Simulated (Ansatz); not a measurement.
Ansatz (a first-principles code) input:

Ansatz 0.2 input:
```yaml
crystal:
  periodic: [false, false, false]
  atoms:
    - {symbol: C, position_ang: [-0.01391223, 1.10555582, 0.01242075]}
    - {symbol: S, position_ang: [0.00131840, -0.69162862, -0.00793970]}
    - {symbol: H, position_ang: [1.03361851, 1.42417014, 0.04011488]}
    - {symbol: H, position_ang: [-0.50619286, 1.49393861, 0.90330915]}
    - {symbol: H, position_ang: [-0.46504668, 1.51461421, -0.89091335]}
basis:
  gaussian:
    orbitals: def2-TZVPD
hamiltonian:
  xc: {name: SVWN5}
magnetization: {spin_polarized: true, initial_magnetization: 1}
output: {forces: true}
```

**Question.** Predict the final energy.

**Answer.** -436.32325 Eh (SVWN5/def2-TZVPD). The basis has 110 functions.

It need not be the lowest isomer of its formula.
